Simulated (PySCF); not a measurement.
## Basis-set dependence of excited states

C6H4O2.
Atom-mapped SMILES: `[cH:1]1[cH:2][c:3]2[o:4][cH:5][cH:6][c:7]2[o:8]1` (hydrogens: H9 on C1; H10 on C2; H11 on C5; H12 on C6)

Structure used (PBE0-D3(BJ)/def2-SVP), in Å, numbered top down from 1:
```xyz
12
C6H4O2 angstrom
C      1.984   -0.173   -0.481
C      1.566    0.243    0.757
C      0.150    0.279    0.627
O     -0.964    0.559    1.323
C     -1.999    0.343    0.461
C     -1.582   -0.073   -0.777
C     -0.166   -0.108   -0.647
O      0.949   -0.389   -1.343
H      2.976   -0.357   -0.885
H      2.200    0.478    1.608
H     -2.992    0.527    0.865
H     -2.216   -0.308   -1.628
```

TDDFT with PBE0 (PySCF), vertical singlets, core orbitals frozen in the response, spherical d and f functions. Isolated species at its PBE0-D3(BJ)/def2-SVP geometry, gas phase.

```
      basis  functions  diffuse  S1 (eV)  S2 (eV)  S3 (eV)  S4 (eV)  S5 (eV)  LUMO (eV)  α (au)
     6-31G*        120       no     5.52     6.54     6.55     7.03     7.71       0.14    58.3
   def2-SVP        132       no     5.50     6.50     6.51     7.07     7.55      -0.15    61.1
    6-31+G*        152      yes     5.28     5.58     5.76     6.04     6.17      -0.28    69.5
  def2-SVPD        198      yes     5.33     6.02     6.24     6.25     6.38      -0.37    71.6
aug-cc-pVDZ        220      yes     5.22     5.25     5.48     5.75     6.00      -0.35    73.9
  def2-TZVP        272       no     5.30     6.24     6.38     6.65     7.03      -0.27    69.6
```

Q: How much do these states and the polarisability depend on the basis?

A: States are compared by their number. Against the largest diffuse basis here (aug-cc-pVDZ, itself not a converged limit), sets without diffuse functions differ by up to 0.30 eV in S1 and 1.71 eV in S5; the smaller diffuse sets differ by up to 0.11 and 0.38 eV. State by state, the largest deviation of a set without diffuse functions is S1 0.30, S2 1.30, S3 1.07, S4 1.32, S5 1.71 eV. The same number needn't mean the same state in each row. Against aug-cc-pVDZ the polarisability deviates by -21% in 6-31G*, -17% in def2-SVP, -6% in 6-31+G*, -3% in def2-SVPD, -6% in def2-TZVP. A single + in a Pople set puts diffuse functions on heavy atoms only.
